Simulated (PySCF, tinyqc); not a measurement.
RHF in the sto-3g basis, for CH2, spin multiplicity 1, step by step (part 2 of 2). This run ends on a higher stationary point, not on the lowest solution. The lowest restricted solution is unstable here: a spin-polarised one lies 0.0253 hartree lower (PySCF). Computed by tinyqc, a small Python program that keeps every step (integrals from PySCF). Command: `OMP_NUM_THREADS=1 python tinyqc.py 25097 25098 out.jsonl` (the two numbers bound the seeds that draw the settings). One thread of a shared host (Intel(R) Xeon(R) Processor @ 2.60GHz), about 0.07 s of CPU time with the checks.

Geometry (angstrom):
```
atom         x          y         z
C     0.000000   0.000000  0.000000
H     0.000000   1.216000  0.717000
H     0.000000  -1.260000  0.743000
```

## Iteration 2: diagonalisation and new density

extrapolated F (hartree):
```
             1C 1s      1C 2s     1C 2px     1C 2py     1C 2pz      2H 1s      3H 1s
1C 1s   -10.891817  -2.938293   0.000000  -0.000694   0.020211  -0.358525  -0.320064
1C 2s    -2.938293  -1.306072   0.000000  -0.004800  -0.086991  -0.497216  -0.467183
1C 2px    0.000000   0.000000  -0.170669   0.000000   0.000000   0.000000   0.000000
1C 2py   -0.000694  -0.004800   0.000000  -0.067601  -0.004196  -0.364000   0.353758
1C 2pz    0.020211  -0.086991   0.000000  -0.004196   0.283223  -0.137415  -0.130820
2H 1s    -0.358525  -0.497216   0.000000  -0.364000  -0.137415  -0.277413  -0.047288
3H 1s    -0.320064  -0.467183   0.000000   0.353758  -0.130820  -0.047288  -0.258621
```

X:
```
                1          2          3         4          5          6         7
1C 1s   -0.386019   0.076433   0.719442  0.000000  -0.583106  -0.023736  0.244442
1C 2s    0.950363  -0.146570  -0.295140  0.000000  -0.274440  -0.035727  0.496331
1C 2px   0.000000   0.000000   0.000000  1.000000   0.000000   0.000000  0.000000
1C 2py   0.160841   0.897442  -0.005317  0.000000   0.000100   0.618530  0.038104
1C 2pz   0.417063  -0.060040   0.652784  0.000000   0.651020  -0.013811  0.214568
2H 1s   -0.755484  -0.579515  -0.221614  0.000000   0.182944   0.383035  0.398144
3H 1s   -0.503719   0.770905  -0.237008  0.000000   0.193747  -0.437631  0.341780
```

D after iteration 1:
```
            1C 1s      1C 2s    1C 2px     1C 2py     1C 2pz      2H 1s      3H 1s
1C 1s    2.093421  -0.375094  0.000000   0.002455  -0.114093  -0.083587  -0.083748
1C 2s   -0.375094   1.533323  0.000000  -0.012912   0.405709   0.254212   0.262058
1C 2px   0.000000   0.000000  2.000000   0.000000   0.000000   0.000000   0.000000
1C 2py   0.002455  -0.012912  0.000000   1.155834   0.000698   0.444659  -0.448389
1C 2pz  -0.114093   0.405709  0.000000   0.000698   0.107473   0.069011   0.067898
2H 1s   -0.083587   0.254212  0.000000   0.444659   0.069011   0.215100  -0.128835
3H 1s   -0.083748   0.262058  0.000000  -0.448389   0.067898  -0.128835   0.217240
```

overlap S:
```
           1C 1s     1C 2s    1C 2px     1C 2py    1C 2pz     2H 1s      3H 1s
1C 1s   1.000000  0.248362  0.000000   0.000000  0.000000  0.029801   0.026603
1C 2s   0.248362  1.000000  0.000000   0.000000  0.000000  0.324177   0.301565
1C 2px  0.000000  0.000000  1.000000   0.000000  0.000000  0.000000   0.000000
1C 2py  0.000000  0.000000  0.000000   1.000000  0.000000  0.297863  -0.281204
1C 2pz  0.000000  0.000000  0.000000   0.000000  1.000000  0.175632   0.165821
2H 1s   0.029801  0.324177  0.000000   0.297863  0.175632  1.000000   0.051779
3H 1s   0.026603  0.301565  0.000000  -0.281204  0.165821  0.051779   1.000000
```

A level shift of 0.5 hartree raises the virtual space: F + shift (S - S D(s) S), with D(s) the density of one spin (D/2). Diagonalise F' = X^T F X, C = X C', fill 4 alpha and 4 beta electrons from the bottom; D = 2 C_occ C_occ^T. Each column has its largest component positive (the first on a tie).

F' = X^T F X (hartree):
```
           1          2          3          4          5          6          7
1   0.468136   0.158310   1.521797   0.000000  -1.228114  -0.032922   0.453808
2   0.158310   1.084977  -0.346473   0.000000   0.297531   0.052387  -0.122757
3   1.521797  -0.346473  -3.932564   0.000000   4.757638   0.209975  -2.458678
4   0.000000   0.000000   0.000000  -0.170669   0.000000   0.000000   0.000000
5  -1.228114   0.297531   4.757638   0.000000  -4.162579  -0.240757   2.878370
6  -0.032922   0.052387   0.209975   0.000000  -0.240757  -0.464322   0.140291
7   0.453808  -0.122757  -2.458678   0.000000   2.878370   0.140291  -2.241215
```

orbital energies (hartree): MO1 -10.897735, MO2 -0.688602, MO3 -0.454008, MO4 -0.170669, MO5 0.648539, MO6 1.018193, MO7 1.126045

coefficients C:
```
              MO1        MO2        MO3       MO4        MO5        MO6        MO7
1C 1s    0.993362  -0.229591   0.007120  0.000000  -0.152679  -0.097091  -0.022578
1C 2s    0.026532   0.788883  -0.030327  0.000000   0.666298   0.502090   0.121292
1C 2px   0.000000   0.000000   0.000000  1.000000   0.000000   0.000000   0.000000
1C 2py   0.000229   0.013165   0.594978  0.000000  -0.012451  -0.150251   0.915658
1C 2pz  -0.000325   0.120849  -0.002419  0.000000  -0.585988   0.834501   0.139094
2H 1s   -0.004290   0.265445   0.421725  0.000000  -0.438055  -0.484077  -0.787308
3H 1s   -0.003947   0.240891  -0.436986  0.000000  -0.462827  -0.698604   0.546641
```

D after iteration 2:
```
            1C 1s      1C 2s    1C 2px     1C 2py     1C 2pz      2H 1s      3H 1s
1C 1s    2.079060  -0.309960  0.000000   0.002881  -0.056171  -0.124404  -0.124676
1C 2s   -0.309960   1.247919  0.000000  -0.015303   0.190801   0.393003   0.406364
1C 2px   0.000000   0.000000  2.000000   0.000000   0.000000   0.000000   0.000000
1C 2py   0.002881  -0.015303  0.000000   0.708344   0.000303   0.508822  -0.513652
1C 2pz  -0.056171   0.190801  0.000000   0.000303   0.029221   0.062120   0.060340
2H 1s   -0.124404   0.393003  0.000000   0.508822   0.062120   0.496663  -0.240655
3H 1s   -0.124676   0.406364  0.000000  -0.513652   0.060340  -0.240655   0.498001
```

## Iteration 14 (converged): orbitals

converged F (hartree):
```
             1C 1s      1C 2s     1C 2px     1C 2py     1C 2pz      2H 1s      3H 1s
1C 1s   -10.883752  -2.934630   0.000000  -0.000255   0.007313  -0.359021  -0.320509
1C 2s    -2.934630  -1.290870   0.000000  -0.006234  -0.068706  -0.455204  -0.425230
1C 2px    0.000000   0.000000  -0.185136   0.000000   0.000000   0.000000   0.000000
1C 2py   -0.000255  -0.006234   0.000000  -0.012454  -0.005859  -0.292209   0.281737
1C 2pz    0.007313  -0.068706   0.000000  -0.005859   0.274415  -0.110185  -0.102111
2H 1s    -0.359021  -0.455204   0.000000  -0.292209  -0.110185  -0.244269  -0.041943
3H 1s    -0.320509  -0.425230   0.000000   0.281737  -0.102111  -0.041943  -0.225476
```

Diagonalise F' = X^T F X, C = X C', fill 4 alpha and 4 beta electrons from the bottom; D = 2 C_occ C_occ^T. Each column has its largest component positive (the first on a tie).

F' = X^T F X (hartree):
```
           1          2          3          4          5          6          7
1  -0.010690   0.131294   1.390085   0.000000  -1.138440  -0.030962   0.591193
2   0.131294   0.496163  -0.318031   0.000000   0.277085   0.141880  -0.141364
3   1.390085  -0.318031  -4.210101   0.000000   4.518838   0.210135  -2.479519
4   0.000000   0.000000   0.000000  -0.185136   0.000000   0.000000   0.000000
5  -1.138440   0.277085   4.518838   0.000000  -4.433453  -0.236723   2.818701
6  -0.030962   0.141880   0.210135   0.000000  -0.236723  -0.374132   0.146054
7   0.591193  -0.141364  -2.479519   0.000000   2.818701   0.146054  -2.241411
```

orbital energies (hartree): MO1 -10.889591, MO2 -0.649765, MO3 -0.381144, MO4 -0.185136, MO5 0.129752, MO6 0.468909, MO7 0.548215

coefficients C:
```
              MO1        MO2        MO3       MO4        MO5        MO6        MO7
1C 1s    0.993394  -0.228050  -0.006727  0.000000  -0.151219  -0.102405  -0.023220
1C 2s    0.026449   0.778287   0.029162  0.000000   0.673236   0.509269   0.121801
1C 2px   0.000000   0.000000   0.000000  1.000000   0.000000   0.000000   0.000000
1C 2py   0.000192   0.011991  -0.483175  0.000000  -0.013843  -0.167281   0.976502
1C 2pz   0.000849   0.056940  -0.003239  0.000000  -0.541016   0.869308   0.148599
2H 1s   -0.004417   0.286060  -0.494618  0.000000  -0.478626  -0.453258  -0.730332
3H 1s   -0.004089   0.259642   0.515152  0.000000  -0.500706  -0.648057   0.496564
```

D after iteration 14:
```
            1C 1s      1C 2s    1C 2px     1C 2py     1C 2pz      2H 1s      3H 1s
1C 1s    2.077768  -0.302821  0.000000   0.001413  -0.024240  -0.132593  -0.133477
1C 2s   -0.302821   1.214560  0.000000  -0.009505   0.088487   0.416192   0.433981
1C 2px   0.000000   0.000000  2.000000   0.000000   0.000000   0.000000   0.000000
1C 2py   0.001413  -0.009505  0.000000   0.467204   0.004496   0.484833  -0.491592
1C 2pz  -0.024240   0.088487  0.000000   0.004496   0.006507   0.035773   0.026223
2H 1s   -0.132593   0.416192  0.000000   0.484833   0.035773   0.652994  -0.361025
3H 1s   -0.133477   0.433981  0.000000  -0.491592   0.026223  -0.361025   0.665625
```

## Convergence

Stop when the energy changes by less than 1e-10 hartree and every element of the error matrix X^T (F D S - S D F) X is below 3e-06.

Course of the cycle:
```
iteration   E (hartree)     change  largest element of the error matrix
1          -36.70809585          -                             6.09e-01
2          -37.83579171  -1.13e+00                             5.13e-01
3          -38.06052198  -2.25e-01                             1.93e-01
4          -38.08528206  -2.48e-02                             7.62e-02
5          -38.08898802  -3.71e-03                             2.97e-02
6          -38.08959962  -6.12e-04                             1.01e-02
7          -38.08967468  -7.51e-05                             3.55e-03
8          -38.08968475  -1.01e-05                             1.22e-03
9          -38.08968608  -1.33e-06                             4.18e-04
10         -38.08968626  -1.82e-07                             1.42e-04
11         -38.08968628  -2.54e-08                             4.80e-05
12         -38.08968629  -3.78e-09                             1.58e-05
13         -38.08968629  -5.97e-10                             4.81e-06
14         -38.08968629  -9.89e-11                             2.06e-06
```

PySCF RHF in the same basis = -38.26110806 hartree

Converged in 14 iterations. But the solution lies 0.17142 hartree above the reference: it is another stationary point, not the lowest restricted one. Reruns (cap 100 unless said): DIIS 8: converged in 11; damping 0.5: converged in 59 to a higher stationary point; level shift 0.5: converged in 28 to a higher stationary point; atomic densities as start, DIIS 8: converged in 9.

## Populations, bond orders and dipole

Mulliken: Z minus the diagonal of D S on the atom; Loewdin: the same with S^(1/2) D S^(1/2); Mayer order: 2 sum_s sum (D(s) S)_ij (D(s) S)_ji over the two atoms.

Charges (e):
```
atom   Mulliken    Loewdin
1C    -0.167194  -0.139500
2H     0.084034   0.069345
3H     0.083160   0.070155
```

Mayer bond orders:
```
pair     order
2-1   0.881617
3-1   0.881763
3-2   0.111321
```

dipole moment about the origin, x y z (debye): 0.000000  -0.013342  0.107482
